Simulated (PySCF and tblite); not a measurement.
Results of a calculation; reference values are marked as such.
C4H9F, numbered as in [CH3:1][CH2:2][CH2:3][CH2:4][F:5].

Level: PBE0-D3(BJ)/pcSseg-1 (IEF-PCM, chloroform)//GFN2-xTB, thermal terms from GFN2-xTB, symmetry numbers and mirror pairs counted. Conformers within 2.5 kcal/mol (GFN2-xTB free energy) were kept, 6 at most. Run with PySCF (density fitting) and tblite.

Torsions listed: C1–C2–C3–C4, C2–C3–C4–F5. Of a mirror pair one member is shown.

| conformer | shape | symmetry | dipole D |
| --- | --- | --- | --- |
| 1 | 180°, 180° | Cs | 2.24 |
| 2 | 67°, -78° | C1 (pair) | 2.11 |
| 3 | -67°, -173° | C1 (pair) | 2.25 |
| 4 | 180°, 66° | C1 (pair) | 2.06 |
| 5 | -73°, -66° | C1 (pair) | 2.06 |

Which of these conformers is the most populated at 298.15 K, and with what share?

Conformer 4, about 49 %.

Give the DFT energies and free energies relative to the lowest, and all weights.


| conformer | shape | E(DFT) kcal/mol | G(298.15 K) kcal/mol | weight % |
| --- | --- | --- | --- | --- |
| 1 | 180°, 180° | 0.36 | 0.66 | 16.1 |
| 2 | 67°, -78° | 0.98 | 1.16 | 6.9 |
| 3 | -67°, -173° | 1.01 | 1.03 | 8.6 |
| 4 | 180°, 66° | 0.00 | 0.00 | 49.3 |
| 5 | -73°, -66° | 0.47 | 0.56 | 19.2 |

How does its share change from 250 K to 350 K?

From 54 % to 45 %; the mixing entropy goes from 3.69 to 3.96 cal/(mol K).
